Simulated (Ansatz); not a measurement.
# HNO: how energies converge with the basis set

An exercise on one series of results from a longer session: the logs are not shown, and one member is left open.

Method: one geometry, several basis sets; program: Ansatz 0.2.0, Gaussian basis.

Plan: PBE0-D4/def2-SVP; ωB97M-V/def2-SVP; PBE0-D4/def2-QZVPP; ωB97M-V/def2-QZVPP; CCSD(T)/cc-pV(D+d)Z; CCSD(T)/cc-pV(T+d)Z; CCSD(T)/cc-pV(Q+d)Z; the functionals' def2-TZVPP values are taken from earlier runs.

### Structure used throughout

An earlier PBE0-D4 in a triple-zeta def2 set relaxation fixed the geometry.

SMILES `N=O`, 3 atoms, charge 0, spin multiplicity 1.

Atoms are counted from 1 here; the program's logs count them from 0.

Bond lengths: N1–O2 1.190 Å, N1–H3 1.063 Å. Angles: O2–N1–H3 108.9°.

Set-up of the first run:

in.yaml reads:

```yaml
crystal:
  periodic: [false, false, false]
  atoms:
    - {symbol: N, position_ang: [-0.283678, 0.312818, -0.117145]}
    - {symbol: O, position_ang: [0.755339, 0.397115, 0.456507]}
    - {symbol: H, position_ang: [-0.471661, -0.709923, -0.339372]}
basis:
  gaussian: {orbitals: def2-SVP}
hamiltonian: {xc: pbe0, dispersion: d4}
output: {orbitals: {seedname: orbitals}}
```

On the command line:

```sh
$ ansatz run in.yaml --threads 2 --pin off --events-out ev --progress --plain --max-ram 20480MiB --backend cpu
```

Steps of the session up to this table: PBE0-D4 in def2-SVP; ωB97M-V in def2-SVP; PBE0-D4 in def2-QZVPP; ωB97M-V in def2-QZVPP.

One of the session's tables, all rows but one given; the rest of the session is left out.

It belongs to the step «Density functionals: the series». 

| functional | basis | HOMO (eV) | LUMO (eV) |
| --- | --- | --- | --- |
| PBE0-D4 | def2-SVP | -6.79 | -2.50 |
| PBE0-D4 | def2-TZVPP | ? | ? |
| PBE0-D4 | def2-QZVPP | -7.09 | -2.79 |
| ωB97M-V | def2-SVP | -9.24 | 0.22 |
| ωB97M-V | def2-TZVPP | -9.53 | -0.11 |
| ωB97M-V | def2-QZVPP | -9.57 | -0.19 |

Estimate the missing values for PBE0-D4, def2-TZVPP.

**Answer.** HOMO (eV): -7.05; LUMO (eV): -2.74. In the column «HOMO (eV)» it lies between PBE0-D4, def2-QZVPP (-7.09) and PBE0-D4, def2-SVP (-6.79).
